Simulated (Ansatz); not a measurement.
Results of HSE06 (Ansatz, a first-principles code, PAW) for Cs₂AgSbCl₆ (Fm-3m, No. 225).

Numerical settings: plane-wave cutoff 460 eV, 4×4×4 k mesh, Fermi–Dirac smearing 0.01 eV, no spin polarisation, scalar-relativistic PAW data made under PBE.

Cell (measured lattice):

```cif
data_Ag4Cl24Cs8Sb4
_chemical_formula_sum 'Cs8 Sb4 Ag4 Cl24'
_space_group_name_H-M_alt 'Fm-3m'
_space_group_IT_number 225
_space_group_name_Hall '-F 4 2 3'
_cell_length_a 10.66400
_cell_length_b 10.66400
_cell_length_c 10.66400
_cell_angle_alpha 90.000
_cell_angle_beta 90.000
_cell_angle_gamma 90.000
loop_
_atom_site_label
_atom_site_type_symbol
_atom_site_symmetry_multiplicity
_atom_site_Wyckoff_symbol
_atom_site_fract_x
_atom_site_fract_y
_atom_site_fract_z
_atom_site_occupancy
Cs1 Cs 8 c 0.25000 0.25000 0.25000 1
Sb1 Sb 4 a 0.00000 0.00000 0.00000 1
Ag1 Ag 4 b 0.50000 0.50000 0.50000 1
Cl1 Cl 24 e 0.00000 0.00000 0.24627 1
```
(The calculation used a cell of 10 atoms; values per cell refer to that cell.)

Task: Predict the band gap, smallest direct gap on the k points sampled and direct gap at Γ.

Result: 
band gap: 2.21 eV (on the SCF k mesh)
smallest direct gap on the k points sampled: 3.36 eV
direct gap at Γ: 4.77 eV

Note: cell and atoms aren't relaxed at this level (largest force component 0.05 eV/Å, pressure 1.1 GPa).

Spin–orbit coupling is not included.

Computed values are for the static lattice.
